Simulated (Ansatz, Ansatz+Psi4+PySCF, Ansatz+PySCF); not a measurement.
```yaml
atoms:
  - { symbol: C, position_ang: [0.0282, -0.0047, 0.0090] }
  - { symbol: H, position_ang: [0.9106, 0.0175, -0.5453] }
  - { symbol: H, position_ang: [-0.9323, 0.0292, -0.5535] }
  - { symbol: N, position_ang: [0.0221, -0.0053, 1.2254] }
```

Basis set: cc-pVTZ (spherical functions). Left uncorrelated: 2 orbitals. Correlation on ROHF uses semicanonical orbitals with singles. Charge 0, multiplicity 2.

Computed with Ansatz (development build ahead of 0.2.0); each method stands on the lowest determinant of its kind that the runs found.

Give the atomization energy at this shape (free ground-state atoms in the same class of orbitals less the molecule, no zero-point energy) of doublet CH₂N by ROHF-MP2, UHF-MP2.

```
  method  atomization energy
ROHF-MP2            14.36 eV
 UHF-MP2            14.15 eV
```

Caution for UHF-MP2: the unrestricted determinant is spin contaminated.
